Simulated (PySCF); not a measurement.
## Frontier levels across methods

C₃H₃F₃.
Geometry (PBE0-D3(BJ)/def2-SVP, Å), atoms numbered from 1 in this order:
```
atom  x, y, z in Å
F1     1.8368   -0.0211   -0.6442
C2     0.8300   -0.1081    0.2468
C3    -0.3571    0.8221    0.0646
C4    -0.4755   -0.6287   -0.2202
F5    -0.5937   -1.0365   -1.4820
F6    -1.1956   -1.4012    0.5986
H7     1.1610   -0.3516    1.2624
H8    -0.8396    1.2341    0.9543
H9    -0.3107    1.4740   -0.8122
```

Basis pcSseg-2 throughout (PySCF), one geometry. Isolated species at its PBE0-D3(BJ)/def2-SVP geometry, gas phase.

How do the orbital energies, the gap and the dipole change with the method?

```csv
method,kind,HOMO (eV),LUMO (eV),gap (eV),μ (D),SCF cycles
OPBE,GGA,-6.77,-0.29,6.48,2.03,15
BLYP,GGA,-6.82,-0.28,6.54,2.14,14
PBE,GGA,-6.86,-0.33,6.54,2.10,14
B97-D,GGA,-6.89,-0.20,6.69,2.12,14
BP86,GGA,-6.96,-0.28,6.68,2.11,14
KT2,GGA,-6.97,-0.30,6.67,2.13,14
KT3,GGA,-7.01,-0.45,6.55,2.10,14
LDA,LDA,-7.06,-0.51,6.55,2.20,13
B97-2,global hybrid,-8.16,0.56,8.72,2.23,13
B3LYP,global hybrid,-8.25,0.26,8.51,2.26,13
PBE0,global hybrid,-8.44,0.57,9.01,2.24,12
mPW1PW91,global hybrid,-8.48,0.52,9.00,2.25,13
CAM-B3LYP,range-separated hybrid,-9.96,1.28,11.24,2.34,13
BHandHLYP,global hybrid,-9.99,1.14,11.13,2.41,13
wB97X-D,range-separated hybrid,-10.35,2.34,12.69,2.26,13
LC-wPBE,range-separated hybrid,-11.25,2.42,13.66,2.32,13
HF,Hartree–Fock,-12.23,2.74,14.97,2.52,10
```

The HOMO spans 5.45 eV, from OPBE down to HF, and the gap runs from 6.48 eV (OPBE) to 14.97 eV (HF). Over the methods OPBE (0 %), BLYP (0 %), PBE (0 %), B97-D (0 %), BP86 (0 %), KT2 (0 %), KT3 (0 %), LDA (0 %), B97-2 (21 %), B3LYP (20 %), PBE0 (25 %), mPW1PW91 (25 %), BHandHLYP (50 %), HF (100 %), a straight line through the gap against the share of exact exchange rises by 0.86 eV for each 10 % (correlation coefficient 0.998). The dipole ranges from 2.03 D (OPBE) to 2.52 D (HF). This basis has no diffuse functions.
